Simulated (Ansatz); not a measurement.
Energy needed to pull apart CH3AlN (SMILES [CH]1[NH][AlH]1), doublet, into free ground-state atoms, from the structure below (displaced at random from a GFN2-xTB minimum); no zero-point or spin–orbit terms; open-shell atoms are treated unrestricted, in their ground-state multiplicity.

C1  (-0.424, -0.939, -0.187)
N2  (0.195, 0.131, -0.467)
Al3  (0.776, -0.091, 1.412)
H4  (-0.942, -1.455, -0.781)
H5  (0.007, 0.687, -1.539)
H6  (0.625, 1.294, 1.807)
(Å)

Ansatz 0.2.0; basis: def2-TZVPP; cores frozen in the correlated methods; orbitals are unrestricted.

```
   method  atomization energy (kJ/mol)
   PBE-D4                            ?
r2SCAN-D4                         1770
  PBE0-D4                         1761
 BHLYP-D4                            ?
  wB97X-V                         1758
  wB97M-V                         1760
       HF                         1122
      MP2                         1718
     CCSD                         1646
  CCSD(T)                         1687
```

Question: What does BHLYP-D4 give? (To be estimated.)

Answer: The calculation gives: 1681 kJ/mol, which is about 6 kJ/mol less than CCSD(T)/def2-TZVPP.

Question: What does PBE-D4 give? (To be estimated.)

Answer: The calculation gives: 1825 kJ/mol, which is about 138 kJ/mol more than CCSD(T)/def2-TZVPP.

In triple zeta the MP2 and coupled-cluster atomization energies are still short of their basis limit by a few kcal/mol a bond, whereas those of the functionals are nearly converged, so these differences are not deviations from converged CCSD(T).

The T1 diagnostic stays at or below 0.020. ⟨S²⟩ of the unrestricted Hartree–Fock references: 0.76 (a pure state has 0.75).

For scale, one of the runs: CCSD(T)/def2-TZVPP forces, 146 basis functions (an equivalent command: `ansatz run in.yaml --threads 4`). The run took 110 s on 4 CPU threads (shared host), with 3.7 GiB of host memory at its peak.
